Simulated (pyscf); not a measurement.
Thermochemistry of product channels of `[CH3][InH2]` + `[FH]` on the singlet surface, in kcal/mol, from ωB97M-D3(BJ)/def2-TZVP energies (ideal gas, 1 atm, RRHO with modes under 100 cm⁻¹ raised to 100, one conformer, R ln 2 for chiral ones without a mode under 150 cm⁻¹). Optimised with ωB97X-D3(BJ)/def2-SVP in PySCF.

| products | ΔE | ΔH(298 K) | ΔG(298 K) | ΔG(600 K) |
|---|---|---|---|---|
| `[CH4]` + `[F][InH2]` | -26.9 | -26.1 | -24.6 | -22.8 |
| `[CH3][InH][F]` + `[H][H]` | -16.3 | -17.7 | -15.9 | -14.3 |

These are energies of the channels, which say nothing of barriers. Elements past Kr carry the def2 core potentials, without spin-orbit coupling.
